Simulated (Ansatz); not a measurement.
We consider zinc-blende BP, described by G0W0@r²SCAN (Ansatz, a quantum-chemistry and plane-wave program, hard PAW, contour deformation).

The same calculation (at the measured cell, 11.682 Å³/atom) with different numerical settings; throughout: k mesh 2×2×2:

```json
[
 {"run": "1", "response cutoff (eV)": "100", "empty bands": "97", "quasiparticle gap on the mesh (eV)": "1.661", "quasiparticle gap at Γ (eV)": "4.154", "rough time": "3 core-s"},
 {"run": "2", "response cutoff (eV)": "150", "empty bands": "179", "quasiparticle gap on the mesh (eV)": "1.763", "quasiparticle gap at Γ (eV)": "4.237", "rough time": "5 core-s"},
 {"run": "3", "response cutoff (eV)": "200", "empty bands": "276", "quasiparticle gap on the mesh (eV)": "1.812", "quasiparticle gap at Γ (eV)": "4.275", "rough time": "5 core-s"},
 {"run": "4", "response cutoff (eV)": "250", "empty bands": "385", "quasiparticle gap on the mesh (eV)": "1.830", "quasiparticle gap at Γ (eV)": "4.289", "rough time": "10 core-s"},
 {"run": "5", "response cutoff (eV)": "300", "empty bands": "506", "quasiparticle gap on the mesh (eV)": "1.842", "quasiparticle gap at Γ (eV)": "4.297", "rough time": "10 core-s"},
 {"run": "6", "response cutoff (eV)": "400", "empty bands": "780", "quasiparticle gap on the mesh (eV)": "1.854", "quasiparticle gap at Γ (eV)": "4.304", "rough time": "30 core-s"}
]
```

In the column quasiparticle gap on the mesh (eV) the first row differs from the last by -0.193 and the next to last by -0.012.

The last row is no converged limit: other settings stay fixed.
